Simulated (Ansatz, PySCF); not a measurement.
Process, species as SMILES: F[B]F → F[B]F as singlet, charge +1 + e-
Each molecule is optimised on its own at B3LYP-D3(BJ)/def2-TZVP (Ansatz, an electronic-structure program). A spin state is the lowest found, not a proven ground state.

Wanted: adiabatic ionisation energy (0 K, with B3LYP-D3(BJ) harmonic zero-point energies from PySCF), in eV. Valence correlation only, unless marked. Open shells are spin-unrestricted. Spin-orbit coupling is left out. No relativistic terms. CBS marks a two-point X^-3 extrapolation of the correlation energy; Hartree-Fock from the larger set.

CCSD(T)/CBS(cc-pVTZ,cc-pVQZ) (Ansatz) gives 8.65 eV.

Task: Another calculation gave 8.69 eV. Which level was it?
(A) PBE/def2-TZVPD (Ansatz)
(B) B97M-V/def2-TZVPD (Ansatz)
(C) r2SCANh/def2-TZVPD (Ansatz)

Result: A, PBE/def2-TZVPD (Ansatz). The others give 8.83 (r2SCANh), 8.50 (B97M-V) eV.
